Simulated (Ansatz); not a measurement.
# Gd2O2Se (P-3m1, No. 164)

Computed with PBE0 (plane waves, PAW; Ansatz, a quantum-chemistry and plane-wave program).

Run with plane-wave cutoff 460 eV, 6×6×4 k mesh (along the axes of the cell as run), Fermi–Dirac smearing 0.01 eV, spin-polarised with parallel moments, scalar-relativistic PAW data made under PBE.

Cell: measured lattice: a = 3.873 Å, b = 3.873 Å, c = 6.854 Å, α = 90.00°, β = 90.00°, γ = 120.00°.

* **band gap**: 3.67 eV (on the SCF k mesh)
* **smallest direct gap on the k points sampled**: 3.99 eV

Note: the magnetic order was assumed, not searched for or taken from measurement; the state of the 4f shell is in doubt; cell and atoms aren't relaxed at this level (largest force component 0.44 eV/Å, pressure 1.8 GPa).

Spin–orbit coupling is not included.

Static lattice: no zero-point or thermal effects.

Cost on a shared machine: about 7 core-minutes (a rough figure).
